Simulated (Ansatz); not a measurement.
## From barrier to diffusion: Zr in Y

Computed with DFT PBEsol, scalar-relativistic, plane waves, PAW in Ansatz. (420 eV cutoff, 3×3×3 k-mesh, Gaussian smearing of 0.10 eV, no spin polarisation)

Host crystal, relaxed:

```
Y
1.0
     3.59752    0.00000    0.00000
    -1.79876    3.11554    0.00000
     0.00000    0.00000    5.58576
Y
2
Direct
  0.33333 0.66667 0.25000
  0.66667 0.33333 0.75000
```

In a supercell of 18 host sites, Zr trades places with a neighbouring Y vacancy, moving 3.77 Å. Climbing-image nudged elastic band at fixed cell; the order of the saddle wasn't checked, and the small cell leaves errors of about a tenth of an eV.

| image | path (Å) | E − E(0) (eV) |
| --- | --- | --- |
| 0 | 0.00 | 0.000 |
| 1 | 0.67 | 0.366 |
| 2 | 1.34 | 0.958 |
| 3 | 2.01 | 1.322 |
| 4 | 2.67 | 0.958 |
| 5 | 3.34 | 0.366 |
| 6 | 4.01 | 0.000 |

Q: What are the barriers forward and back, and what attempt frequency does the shape suggest?

A: Forward 1.32 eV, back 1.32 eV, the ends being level. For a sinusoidal profile E_b sin²(πx/l), with the Zr atom alone moving, ν = (1/l)√(E_b/2m) = 2.2×10¹² s⁻¹, within an order of magnitude of the customary 10¹³ s⁻¹; a true prefactor needs the vibrations at the minimum and at the saddle.

Q: With ν = 10¹³ s⁻¹, how often does the exchange happen at 300, 600 and 1000 K once atom and vacancy are neighbours, taking the host as solid throughout? Does that give the diffusivity?

A: k = ν exp(−E_b/k_BT):
| T (K) | k (1/s) | wait (s) |
| --- | --- | --- |
| 300 | 6.2×10⁻¹⁰ | 1.6×10⁹ |
| 600 | 79 | 0.013 |
| 1000 | 2.2×10⁶ | 4.6×10⁻⁷ |

No. The atom can jump only when a vacancy is beside it, so where vacancies are thermal the activation energy of diffusion adds the vacancy's formation energy less any binding to Zr; where doping, quenching or off-stoichiometry fixes their number, it doesn't. And repeated exchanges only swap the two back and forth: Zr gets on when the vacancy moves round it by other jumps, which the correlation factor counts. An error of 0.1 eV in the barrier changes k by a factor of 48 at 300 K and 3.2 at 1000 K.

Cost: 1 run of about 42 core-minutes, on Intel Xeon Processor @ 2.50GHz (Skylake/Cascade Lake) (shared hosts).